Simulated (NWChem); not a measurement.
Program: NWChem. System: O₃, charge 0, spin multiplicity 1, displaced from the optimised geometry. Level: CR-CCSD(T)/cc-pVDZ, 3 core orbitals frozen, spin-restricted.

Input file:

```
start mol
memory heap 100 mb stack 700 mb global 1900 mb
geometry units angstroms nocenter noautoz noautosym
  O     -1.325833     0.000000    -0.367846
  O      0.000000     0.000000     0.420396
  O      1.060667     0.000000    -0.210198
end
basis spherical
  * library cc-pvdz
end
scf
  rhf
  nopen 0
  maxiter 100
  thresh 1e-7
  semidirect memsize 60000000 filesize 0
end
tce
  freeze core 3
  cr-ccsd(t)
  2eorb
  2emet 13
  thresh 1e-6
  maxiter 100
  tilesize 24
end
task tce energy
```

NWChem printed:

```
             Northwest Computational Chemistry Package (NWChem) 7.3.0
             --------------------------------------------------------

                                NWChem Input Module
                                -------------------

 Scaling coordinates for geometry "geometry" by  1.889725989
 (inverse scale =  0.529177249)

                             Geometry "geometry" -> ""
                             -------------------------

 Output coordinates in angstroms (scale by  1.889725989 to convert to a.u.)

  No.       Tag          Charge          X              Y              Z
 ---- ---------------- ---------- -------------- -------------- --------------
    1 O                    8.0000    -1.32583300     0.00000000    -0.36784600
    2 O                    8.0000     0.00000000     0.00000000     0.42039600
    3 O                    8.0000     1.06066700     0.00000000    -0.21019800

 Effective nuclear repulsion energy (a.u.)      63.5631858242

            Nuclear Dipole moment (a.u.)
            ----------------------------
        X                 Y               Z
 ---------------- ---------------- ----------------
    -4.0087286519     0.0000000000    -2.3832921812


 Summary of "ao basis" -> "" (spherical)
 ------------------------------------------------------------------------------
       Tag                 Description            Shells   Functions and Types
 ---------------- ------------------------------  ------  ---------------------
 *                          cc-pvdz                   on all atoms

 Summary of "ao basis" -> "ao basis" (spherical)
 ------------------------------------------------------------------------------
       Tag                 Description            Shells   Functions and Types
 ---------------- ------------------------------  ------  ---------------------
 O                          cc-pvdz                  6       14   3s2p1d

                                 NWChem SCF Module
                                 -----------------

  ao basis        = "ao basis"
  functions       =    42
  atoms           =     3
[...]
 Global array virtual files algorithm will be used

 Parallel file system coherency ......... OK

 4-electron integrals stored in orbital form

 v2    file size   =           623781
 4-index algorithm nr.  13 is used
 imaxsize =       30
 imaxsize ichop =        0


CCSD iterations
 ---------------------------------------------------------
 Iter          Residuum       Correlation     Cpu    Wall
 ---------------------------------------------------------
    1   0.2427921395833  -0.5787114100276     0.1     0.1
    2   0.0828901579440  -0.5628617148285     0.1     0.1
    3   0.0532669835535  -0.5869640746743     0.1     0.1
    4   0.0414988736422  -0.5887556113607     0.1     0.1
    5   0.0376561491937  -0.5940014916132     0.1     0.1
    6   0.0320093494528  -0.6045479412593     0.1     0.1
    7   0.0179811077999  -0.6065419661701     0.1     0.1
    8   0.0201270153379  -0.6066620299378     0.1     0.1
    9   0.0120261251763  -0.6080330223108     0.1     0.1
   10   0.0151382827959  -0.6084290925852     0.1     0.1
   11   0.0059321553891  -0.6131203797902     0.1     0.1
   12   0.0027527486273  -0.6133874978577     0.1     0.1
   13   0.0018413884100  -0.6137081847306     0.1     0.1
   14   0.0013462715565  -0.6138646002231     0.1     0.1
   15   0.0009945896782  -0.6139877652076     0.1     0.1
   16   0.0005348350788  -0.6142476421606     0.1     0.1
   17   0.0006199737095  -0.6142641197242     0.1     0.1
   18   0.0003121701677  -0.6142987771194     0.1     0.1
   19   0.0004526930133  -0.6143044346840     0.1     0.1
   20   0.0002243908843  -0.6143380655789     0.1     0.1
   21   0.0000823643432  -0.6144475589611     0.1     0.1
   22   0.0000372953064  -0.6144499656075     0.1     0.1
   23   0.0000212144759  -0.6144542954674     0.1     0.1
   24   0.0000163853909  -0.6144549428397     0.1     0.1
   25   0.0000090629891  -0.6144566665243     0.1     0.1
   26   0.0000041142523  -0.6144581182326     0.1     0.1
   27   0.0000065344808  -0.6144581792647     0.1     0.1
   28   0.0000028943384  -0.6144586372816     0.1     0.1
   29   0.0000048386668  -0.6144586739556     0.1     0.1
   30   0.0000021441549  -0.6144590607500     0.1     0.1
   31   0.0000005630076  -0.6144601829221     0.1     0.1
 -----------------------------------------------------------------
 Iterations converged
 CCSD correlation energy / hartree =        -0.614460182922069
 CCSD total energy / hartree       =      -224.844040725670567

 Singles contributions
    13a   (alpha) ---    12a   (alpha)        0.3887383027
    14a   (alpha) ---    10a   (alpha)        0.2131111788

 Doubles contributions
    13a   (alpha)    14a   (alpha) ---    10a   (alpha)    12a   (alpha)       -0.1061211244
    13a   (alpha)    14a   (alpha) ---    12a   (alpha)    10a   (alpha)        0.1061211244
    14a   (alpha)    13a   (alpha) ---    10a   (alpha)    12a   (alpha)        0.1061211244
    14a   (alpha)    13a   (alpha) ---    12a   (alpha)    10a   (alpha)       -0.1061211244
    13a   (alpha)    13a   (beta ) ---     9a   (alpha)     9a   (beta )       -0.1114321782
    13a   (alpha)    13a   (beta ) ---    12a   (alpha)    12a   (beta )       -0.1988989236
    13a   (alpha)    14a   (beta ) ---    12a   (alpha)    10a   (beta )        0.1465383550
    14a   (alpha)    13a   (beta ) ---    10a   (alpha)    12a   (beta )        0.1465383550
 CR-CCSD(T)

 CR-CCSD[T]  correction energy / hartree =        -0.037826831205143
 CR-CCSD[T] correlation energy / hartree =        -0.652287014127211
 CR-CCSD[T] total energy / hartree       =      -224.881867556875704
 CR-CCSD(T)  correction energy / hartree =        -0.030219767828297
 CR-CCSD(T) correlation energy / hartree =        -0.644679950750365
 CR-CCSD(T) total energy / hartree       =      -224.874260493498866

 Task  times  cpu:        8.8s     wall:        8.8s

 Total times  cpu:        8.8s     wall:        8.8s
```
